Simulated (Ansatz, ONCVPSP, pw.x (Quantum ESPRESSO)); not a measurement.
pw.x on fcc Rh: one setting changed

Potential: optimised norm-conserving Vanderbilt (ONCV), ONCVPSP 4.0.1, PBEsol; core [Kr], reference 4d8 5s1; waves: 5s: rc 2.75 bohr, ncon 3, nbas 7, qcut 2 1/bohr, 2 projectors, debl 2.8 Ha; p scattering state at 0.29 Ha: rc 2.60 bohr, ncon 4, nbas 8, qcut 2.6 1/bohr, 2 projectors, debl 0.6 Ha; 4d: rc 1.95 bohr, ncon 4, nbas 9, qcut 6.6 1/bohr, 2 projectors, debl 0.4 Ha; local part: polynomial inside 1.55 bohr (lpopt 5, dvloc0 1 Ha); core correction: polynomial model core, fcfact 0.25. In the p channel the program set the typed energies aside and used 0.050, 0.650 Ha.

The reference run (k-mesh 15³, cutoffs 55/220 Ry, Fermi–Dirac 0.01 Ry, mixing_beta 0.4, conv_thr 1e-9, no spin) gives 0.09 GPa at 13.588 Å³/atom, where all-electron LAPW gives -1.10 GPa. This run, with its own iteration cap, changes k-mesh points per axis to 2.

```
&control
  calculation='scf', prefix='x', pseudo_dir='./', outdir='./tmp', tstress=.true., disk_io='none'
/
&system
  ibrav=0, nat=1, ntyp=1, ecutwfc=55, ecutrho=220, nbnd=12,
  occupations='smearing', smearing='fd', degauss=0.01
/
&electrons
  conv_thr=1e-09, mixing_beta=0.4, electron_maxstep=60
/
ATOMIC_SPECIES
Rh 1.0 Rh.UPF
CELL_PARAMETERS angstrom
  0.00000000 1.89397909 1.89397909
  1.89397909 0.00000000 1.89397909
  1.89397909 1.89397909 0.00000000
ATOMIC_POSITIONS crystal
Rh 0.0000 0.0000 0.0000
K_POINTS automatic
2 2 2 0 0 0
```

```bash
pw.x < Rh.scf.in > Rh.scf.out
```

Task: How does the run end?

Result: It converges in 17 iterations; the free energy moves by +3.60 eV/atom and the pressure by +59.00 GPa.

```
Message from routine setup:
     using ibrav=0 with symmetry is DISCOURAGED, use correct ibrav instead
     lattice parameter (alat)  =       5.0616  a.u.
     unit-cell volume          =      91.6964 (a.u.)^3
     number of electrons       =         9.00
     number of Kohn-Sham states=           12
     kinetic-energy cutoff     =      55.0000  Ry
     charge density cutoff     =     220.0000  Ry
     scf convergence threshold =      1.0E-09
     Exchange-correlation= PBESOL
     number of k points=     3  Fermi-Dirac smearing, width (Ry)=  0.0100
     iteration #  1     ecut=    55.00 Ry     beta= 0.40
     total energy              =     -49.84471608 Ry
     estimated scf accuracy    <       0.11159891 Ry
     iteration #  2     ecut=    55.00 Ry     beta= 0.40
     total energy              =     -49.85485722 Ry
     estimated scf accuracy    <       0.00379668 Ry
     iteration #  3     ecut=    55.00 Ry     beta= 0.40
     total energy              =     -49.85374691 Ry
     estimated scf accuracy    <       0.00334027 Ry
     iteration #  4     ecut=    55.00 Ry     beta= 0.40
     total energy              =     -49.85355888 Ry
     estimated scf accuracy    <       0.03910186 Ry
     iteration #  5     ecut=    55.00 Ry     beta= 0.40
     total energy              =     -49.85599948 Ry
     estimated scf accuracy    <       0.00398860 Ry
     iteration #  6     ecut=    55.00 Ry     beta= 0.40
     total energy              =     -49.85415741 Ry
     estimated scf accuracy    <       0.00350228 Ry
     [... 5 iterations left out ...]
     iteration # 12     ecut=    55.00 Ry     beta= 0.40
     total energy              =     -49.85548126 Ry
     estimated scf accuracy    <       0.00001522 Ry
     iteration # 13     ecut=    55.00 Ry     beta= 0.40
     total energy              =     -49.85547436 Ry
     estimated scf accuracy    <       0.00003292 Ry
     iteration # 14     ecut=    55.00 Ry     beta= 0.40
     total energy              =     -49.85547735 Ry
     estimated scf accuracy    <       0.00000016 Ry
     iteration # 15     ecut=    55.00 Ry     beta= 0.40
     total energy              =     -49.85547735 Ry
     estimated scf accuracy    <       0.00000005 Ry
     iteration # 16     ecut=    55.00 Ry     beta= 0.40
     total energy              =     -49.85547735 Ry
     estimated scf accuracy    <       0.00000001 Ry
     iteration # 17     ecut=    55.00 Ry     beta= 0.40
     the Fermi energy is    17.5777 ev
!    total energy              =     -49.85547735 Ry
     estimated scf accuracy    <          7.3E-11 Ry
     smearing contrib. (-TS)   =      -0.02723814 Ry
     The total energy is F=E-TS. E is the sum of the following terms:
     one-electron contribution =      14.09307581 Ry
     hartree contribution      =       3.77901511 Ry
     xc contribution           =     -15.81945991 Ry
     ewald contribution        =     -51.88087021 Ry
     convergence has been achieved in  17 iterations
          total   stress  (Ry/bohr**3)                   (kbar)     P=      590.87
     Message from routine punch:
     Nothing written, as per user request (disk_io='none')
```

The run took about 1.7 s on one core of a shared host (Intel(R) Xeon(R) Platinum 8488C, 96 threads, 744 GiB, load 62).
